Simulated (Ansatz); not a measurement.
# CNO, SMILES [N]=C=O: a search for lower mean-field states

With Ansatz's Python interface.

Input file `cno.xyz`:
```text
3

N     0.95407    0.41695    0.57078
C    -0.01018   -0.00443   -0.00609
O    -0.94389   -0.41252   -0.56469
```

Interactive session:
```pycon
>>> import ansatz as az
>>> import numpy as np
>>> molecule = az.Crystal.molecule_from_extxyz("cno.xyz")
>>> symbols = [site.symbol for site in molecule.cartesian_sites]
>>> start = np.array([site.position_ang for site in molecule.cartesian_sites])
>>> for factor in [1.0, 1.25, 1.6]:
...     xyz = (start - start.mean(axis=0)) * factor
...     scaled = az.Crystal.molecule()
...     for symbol, place in zip(symbols, xyz):
...         scaled = scaled.atom(symbol, place.tolist())
...     setup = (
...         scaled.calculation()
...         .basis(gaussian="cc-pVDZ")
...         .functional("pbe")
...         .spin("collinear", total=1)
...     )
...     for search in ("off", "standard"):
...         try:
...             r = setup.scf(lower_state_search=search).run(threads=1).report
...         except az.AnsatzError as error:
...             print(f"x{factor} search {search}: {type(error).__name__}")
...             continue
...         state = r["mean_field"]["state"]
...         print(f"all distances x{factor}, search {search:8s} E = {r['free_energy_ev']:.5f} eV  <S^2> = {abs(state['spin_squared']):.3f}  other states met: {len(r['mean_field']['others'])}")
...
all distances x1.0, search off      E = -4567.00767 eV  <S^2> = 0.755  other states met: 0
all distances x1.0, search standard E = -4567.00767 eV  <S^2> = 0.755  other states met: 2
all distances x1.25, search off      E = -4563.84951 eV  <S^2> = 0.772  other states met: 0
all distances x1.25, search standard E = -4563.84951 eV  <S^2> = 0.772  other states met: 2
all distances x1.6, search off      E = -4556.63110 eV  <S^2> = 1.455  other states met: 0
all distances x1.6, search standard E = -4556.63110 eV  <S^2> = 1.455  other states met: 19
```

Caveats:
- Total energies depend on the basis set; only differences at equal settings carry meaning.
- The count of other states can hold repeated and symmetry-equivalent ends of the search; scaling all distances is a test, and for more than two atoms no physical path.
- The structure is a rough, unrelaxed start.
- The run takes the species as open-shell (spin multiplicity 2), which needn't be its ground state.
- The expectation value of S² is noticeably off S(S+1) in at least one run, so that state is spin-contaminated.
- Finished in 64 s on 1 thread of Arm Neoverse V2 (shared host), peak memory 0.17 GiB.
